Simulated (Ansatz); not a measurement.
`[AlH2][SiH2]Cl`. The species carries charge 0 and has multiplicity 1.

| atom | x (Å) | y (Å) | z (Å) |
| --- | --- | --- | --- |
| Al1 | -0.7606 | 1.1331 | -0.4537 |
| Si2 | 0.6891 | -0.6413 | 0.4324 |
| Cl3 | -0.2490 | -2.3570 | -0.3007 |
| H4 | -0.4789 | 1.7300 | -1.8960 |
| H5 | -2.0318 | 1.5942 | 0.3754 |
| H6 | 0.7420 | -0.7847 | 1.9123 |
| H7 | 2.0892 | -0.6744 | -0.0698 |

Problem. What are the harmonic wavenumbers in cm⁻¹ at PBE0-D4/def2-TZVP (Ansatz, finite differences of forces, unscaled)? (Estimate.)

Solution. Computed: 58, 71, 310, 394, 515, 515, 554, 679, 745, 808, 939, 1920, 1934, 2208, 2218.

Problem. Is this a minimum?

Solution. Yes, all 15 modes are real.

Problem. Give the ideal-gas thermochemistry at 298.15 K and 1 bar (rigid rotor, harmonic oscillator; point group Cs, symmetry number 1).

Solution. Zero-point energy 83.0 kJ/mol; H(298) − E = 101.5 kJ/mol; entropy 333.3 J/(mol·K), of which translation 165.6, rotation 110.4, vibration 57.3; G(298) − E = 2.1 kJ/mol. Modes under 100 cm⁻¹ are hindered rotations or soft bends, so the harmonic entropy is rough.
